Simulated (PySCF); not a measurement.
## Fluorine: a sound run and one with changed settings

Sound run: F [He] 2s2 2p5, F⁺ [He] 2s2 2p4. Computed with PySCF 2.14 in cc-pVTZ, with no relativity, point nucleus. In the sound run the correlated levels freeze 1s2. The sound run starts from symmetry-adapted Hartree-Fock orbitals and uses a fine grid where one is needed.

Changed run: basis STO-3G. This setting is unsound on purpose.

```tsv
species	method	sound run (hartree)	changed run (hartree)	converged
F	UHF	-99.40552	-97.98651	yes
F	M06-2X	-99.73018	-98.28324	yes
F	M06-L	-99.74375	-98.27430	yes
F	MP2	-99.60536	-97.98651	yes
F⁺	UHF	-98.83026	-97.52349	yes
F⁺	M06-2X	-99.08639	-97.76710	yes
F⁺	M06-L	-99.11097	-97.76321	yes
F⁺	MP2	-98.97349	-97.52349	yes
```

Ionisation energy of F:

| method | sound run (eV) | changed run (eV) |
| --- | --- | --- |
| UHF | 15.654 | 12.599 |
| M06-2X | 17.518 | 14.045 |
| M06-L | 17.219 | 13.907 |
| MP2 | 17.194 | 12.599 |
| SCS-MP2 | 17.181 | 12.599 |

A minimal basis cannot let orbitals breathe on ionisation and holds almost no correlation.

For comparison, NIST gives 17.423 eV between the lowest levels.
